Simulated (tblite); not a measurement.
Compound: C6H6 (charge +1 and doublet state).
Atom-mapped SMILES: `[CH2+:1][C:2]1[CH:3]=[CH:4][CH:5]=[CH:6]1` (hydrogens: H7, H8 on C1; H9 on C3; H10 on C4; H11 on C5; H12 on C6)

Computed values, GFN2-xTB/tblite, gas phase, harmonic and unscaled. Against measured fundamentals such values can be off by several per cent, at times by over 20. Open shells enter through the occupations alone, without spin polarisation, and single modes of such species can be off by tens of per cent.

Harmonic wavenumbers (cm⁻¹): 167.2, 337.9, 339.9, 439.8, 586.8, 657.1, 723.8, 735.8, 812.1, 845.5, 880.0, 904.1, 936.5, 947.7, 1032.5, 1056.8, 1093.3, 1145.1, 1173.5, 1329.1, 1344.6, 1375.0, 1393.4, 1623.5, 3088.0, 3118.2, 3121.1, 3123.7, 3131.2, 3140.9.

A = 8615, B = 3714, C = 2595 MHz; mass 78.047 u (most abundant isotopes); point group C2v, symmetry number 2; spin multiplicity 2.

Question: What is the zero-point energy?

Answer: ½Σν̃ = 20302 cm⁻¹ = 242.87 kJ/mol.

Question: What is S at 500 K and 1 bar for an ideal gas of classical rigid rotors and harmonic oscillators?

Answer: Translation 173.95, rotation 108.47, vibration 81.48, spin (R ln 2) 5.76: S = 369.7 J/(mol K).

Question: And Cp and H(500 K) − H(0)?

Answer: Cp = 150.31 J/(mol K), of which vibrations give 117.05 (their classical limit is 30 R = 249.4); H(500 K) − H(0) = 42.11 kJ/mol without the zero-point energy, 25.48 from vibrations.

Question: What must be added to the electronic energy to get the Gibbs energy at 500 K and 1 bar?

Answer: ZPE + [H(500 K) − H(0)] − T·S = 242.87 + 42.11 − 184.83 = 100.15 kJ/mol.

Question: How do the functions run with temperature in this model?

Answer: 
```
 T (K)  S (J/(mol K))  Cp (J/(mol K))  H − H(0) (kJ/mol)  G − H(0) (kJ/mol)  ln q(vib)
    50          212.0            34.9               1.68              -8.92       0.01
   100          238.3            42.4               3.60             -20.23       0.11
298.15          306.2            96.2              16.86             -74.43       1.43
373.15          330.3           118.9              24.94             -98.30       2.19
   750          439.0           190.6              85.19            -244.04       6.85
  1000          497.5           215.4             136.16            -361.30      10.02
```

q(vib) and H(0) count from the zero-point level.

Question: Which modes carry the vibrational entropy at 500 K?

Answer: 167.2 cm⁻¹: 14.48; 337.9 cm⁻¹: 8.87; 339.9 cm⁻¹: 8.82; 439.8 cm⁻¹: 6.89; 586.8 cm⁻¹: 4.88; 657.1 cm⁻¹: 4.16 J/(mol K); the other 24 give 33.39 together.

Hindered rotation and anharmonicity are outside this model.

The run took 0.23 s wall on an Arm Neoverse V1 with one thread, shared host with 32 logical CPUs at a one-minute load of 24. This covers the Hessian and the dipole derivatives.
